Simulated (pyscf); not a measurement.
Elementary routes open to H₃C–In [singlet] + hydrogen chloride (HCl) in the gas phase (singlet surface):
A. Cl–In [singlet] + methane (CH₄) (C–In, Cl–H broken; Cl–In, C–H formed)
B. H₃C–InH–Cl (Cl–H broken; Cl–In, H–In formed)

Structures and frequencies: ωB97X-D3(BJ)/def2-SVP in PySCF. MP2 and CC: frozen core, UHF for open shells. ΔMP2 is the change of the MP2 total energy from the triple- to the quadruple-zeta basis.

Task: Rank the routes by free-energy barrier at 600 K, lowest first, for CCSD(T)/def2-TZVPP + ΔMP2(QZVPP) energies (ideal gas, 1 atm, RRHO with modes under 100 cm⁻¹ raised to 100, one conformer, R ln 2 for chiral ones without a mode under 150 cm⁻¹).

Result: A (15.6 kcal/mol), B (30.7 kcal/mol)

Route A is the fastest of these, ahead of the next by 15.1 kcal/mol. The most stable products are those of A (ΔG = -49.4 kcal/mol), so kinetics and thermodynamics agree. At 1200 K A is still the fastest. A: On the reactant side the descent ends in a complex, 4.7 kcal/mol under the separated species and 1.0 kcal/mol under the saddle at ωB97X-D3(BJ)/def2-TZVP. B: On the reactant side the descent ends in a complex, 4.6 kcal/mol under the separated species and 17.9 kcal/mol under the saddle at ωB97X-D3(BJ)/def2-TZVP. Only these routes are compared; each barrier is that of the saddle found, and lower ones may exist. The CCSD(T) − MP2 part came from Ansatz, without density fitting, on the same reference. The frozen core leaves the outer d or s,p core shells of the metals and heavy elements correlated in the MP2 and CC values, and def2-TZVPP describes them poorly, which can shift differences by a few kcal/mol. Elements past Kr carry the def2 core potentials, without spin-orbit coupling.
